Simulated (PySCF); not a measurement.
# Static response to an electric field

Compound: C4H9NO.
Structure used (GFN2-xTB), in Å, numbered top down from 1:
```xyz
15
C4H9NO angstrom
C     -2.2092   -0.3967   -0.3248
C     -0.7418   -0.4344   -0.7301
C      0.1537    0.1822    0.3405
C      1.6189    0.1489   -0.0606
N      2.4468    0.6886    0.8701
O      2.0349   -0.3060   -1.0997
H     -2.5378    0.6291   -0.1684
H     -2.8296   -0.8397   -1.0997
H     -2.3667   -0.9517    0.5981
H     -0.4273   -1.4647   -0.9025
H     -0.5983    0.1084   -1.6654
H     -0.1331    1.2224    0.5167
H      0.0406   -0.3598    1.2832
H      2.1086    1.0708    1.7343
H      3.4359    0.7107    0.6862
```

Level: B3LYP/def2-SVPD (PySCF), static field, nuclei fixed, core orbitals frozen in the response. The polarisability tensor in these axes (au):

```
x   71.91  3.59  2.23
y    3.59 52.44  6.38
z    2.23  6.38 61.67
```

Task: What are the eigenvalues, a third of the trace, and Δα (Δα² = ½Σ(αi − αj)² over the three pairs)?

Result: Principal values 48.97, 63.44 and 73.61 au; mean 62.01 au = 9.19 Å³ = 10.22 × 10⁻⁴⁰ C²·m²/J; Δα = 21.45 au (35 % of the mean).

Task: What is the dipole moment, and where does it point?

Result: (-0.58, 1.53, 3.28) D, 3.66 D in size, pointing from the negative to the positive side. Measured along this direction, the outermost atoms are O6, H11 and H10 at the negative end and H14 at the positive end.

Task: In TDDFT the mean static polarisability is Σ f/ω² over all singlet excitations (ω in hartree). How much of it do the 8 lowest give? Their energies (eV) and oscillator strengths: 5.70, 0.0001; 6.48, 0.0254; 6.83, 0.0090; 7.08, 0.0126; 7.47, 0.0795; 7.62, 0.0035; 7.68, 0.0660; 7.93, 0.0617.

Result: They add up to 3.43 au, 5.5 % of the 62.01 au; the largest single term is 1.06 au, from the state at 7.47 eV. Terms in order: 0.00, 0.45, 0.14, 0.19, 1.06, 0.04, 0.83, 0.73 au. Higher excitations give the rest. The strengths listed sum to 0.258.

Task: Along which axes do the principal values lie, and how far do the nuclei extend along each?

Result: Largest value along (0.92, 0.25, 0.30), where the nuclei span 6.69 Å; middle along (-0.38, 0.37, 0.85), 2.88 Å; least along (-0.10, 0.90, -0.43), 1.77 Å. The response follows the extents in order.

Task: How large is μ²/3kT at 500 K beside α?

Result: In Gaussian units μ²/3kT = 64.83 Å³ against 9.19 Å³, a ratio of 7.06; the Debye molar polarisation (4π/3)N_A(α + μ²/3kT) is 186.7 cm³/mol, leaving out the vibrational part.

Task: Estimate the molar refractivity from the static electronic polarisability.

Result: Lorentz–Lorenz: R = (4π/3)N_A α = 2.5225 cm³/(mol·Å³) × 9.19 Å³ = 23.2 cm³/mol, in the limit of long wavelengths.

Task: Find the Langevin capture rate constant for H3+ (3.023 u) meeting this molecule (87.068 u), k = 2.342 × 10⁻⁹ cm³/s × √(α in Å³ / reduced mass in u).

Result: The reduced mass is 2.92 u, so k = 4.15 × 10⁻⁹ cm³/s. The formula leaves out the permanent dipole, which adds to the capture rate.

Geometry: GFN2-xTB, one conformer, isolated molecule.

These values come from a run that also computed excited states. Hardware: one thread of an Arm Neoverse V1 (shared host). Cost: 28 s wall.
